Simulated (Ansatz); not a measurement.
Basis-set extrapolation for CH7N3, SMILES `NC(N)N` (PBE0-D4/def2-TZVP geometry, frozen core, the Gaussian-basis code of Ansatz). Multiplicity 1, RHF reference.

```json
{"": "HF", "def2-TZVPP": "-205.369926", "def2-QZVPP": "-205.380186"}
{"": "MP2 correlation", "def2-TZVPP": "-0.822056", "def2-QZVPP": "-0.879444"}
{"": "CCSD(T) correlation", "def2-TZVPP": "-0.884800", "def2-QZVPP": "not run"}
```

Energies in hartree. Use E(X) = E(∞) + A·exp(−7.88·√X) for Hartree–Fock and E(X) = E(∞) + B·X^(−2.97) for correlation, with X = 3 and 4, and add CCSD(T) minus MP2 of the smaller set to the MP2 limit.

Q: What is the CCSD(T) energy at the basis-set limit?

A: HF limit: -205.380186 + (-0.010260) × 0.13774 = -205.38160. MP2 limit: -0.879444 + (-0.057388) × 0.74074 = -0.92195. Higher-order term: -0.884800 − (-0.822056) = -0.06274. Total: -206.36629 hartree, 292.9 kJ/mol below CCSD(T)/def2-TZVPP.
